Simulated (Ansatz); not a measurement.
A nudged elastic band was laid between two geometries of CH6Si + H2 (10 atoms, charge 0, multiplicity 1).

These are results of RKS PBE0/def2-SVP in Ansatz 0.2.0, not measurements.

```yaml
movable_images: 5
climbing_image: yes
spring: 5.0 eV/Å²
optimiser: quadratic models (default)
start_path: straight line
force_threshold: 0.05 eV/Å
iteration_limit: 60
end_points: relaxed
```

Image 0:

```xyz
10
Properties=species:S:1:pos:R:3
Si 0.422 -0.044 0.176
C 0.433 -0.043 2.055
H -0.594 -0.055 2.450
H 0.960 -0.927 2.444
H 0.939 0.855 2.444
H 1.819 -0.031 -0.361
H -0.291 1.160 -0.355
H -0.268 -1.262 -0.351
H -3.051 0.474 0.697
H -3.334 0.422 1.401
```

Image 6:

```xyz
10
Properties=species:S:1:pos:R:3
Si -0.239 0.558 -0.798
C -0.354 -0.448 2.918
H -0.590 -0.883 3.898
H -0.136 -1.254 2.205
H 0.523 0.206 3.010
H 0.965 0.956 -0.011
H -0.088 1.028 -2.207
H -0.377 -0.928 -0.783
H -1.457 1.178 -0.197
H -1.213 0.136 2.563
```

Problem. What changes between the two ends?

Solution. Bonds broken: Si1–C2, H9–H10. Bonds formed: Si1–H9, C2–H10. CH6Si + H2 becomes CH4 + H4Si.

Problem. Give the energies along the band, and the barrier.

Solution. It converged. The highest image is number 3 of 0 to 6, 3.00 eV above the first end and 3.38 eV above the last; the last end lies 0.38 eV below the first. Neighbouring images differ by up to 2.9 eV, so the band resolves the path poorly. Another band between the same ends (5 images) ends at a top of the same energy, where a vibrational analysis finds 1 clearly imaginary mode. The orbitals stay closed-shell, which can raise the energy where a bond breaks towards radicals; this wasn't checked here.

```tsv
image	path coordinate (Å)	energy (eV)	Si1–C2 (Å)	H9–H10 (Å)	Si1–H9 (Å)
0	0.00	0.00	1.88	0.76	3.55
1	1.03	0.04	1.88	0.76	3.03
2	2.06	0.58	1.91	0.77	2.36
3	3.10	3.00	2.19	1.15	1.73
4	4.58	0.10	3.12	1.74	1.49
5	6.06	-0.36	3.90	2.59	1.49
6	7.54	-0.38	3.85	2.96	1.49
```

Problem. What is the geometry of the highest image?

Solution. 
```xyz
10
Properties=species:S:1:pos:R:3
Si -0.233 0.129 0.039
C -0.097 -0.051 2.213
H -0.862 -0.057 3.013
H 0.452 -1.001 2.247
H 0.576 0.801 2.383
H 1.289 0.008 0.106
H -0.413 1.492 -0.551
H -0.609 -1.082 -0.756
H -1.892 0.217 0.511
H -1.175 0.092 1.396
```

Run time: 3.2 min on 1 thread of Arm Neoverse V2 (shared host), peak memory 0.14 GiB.
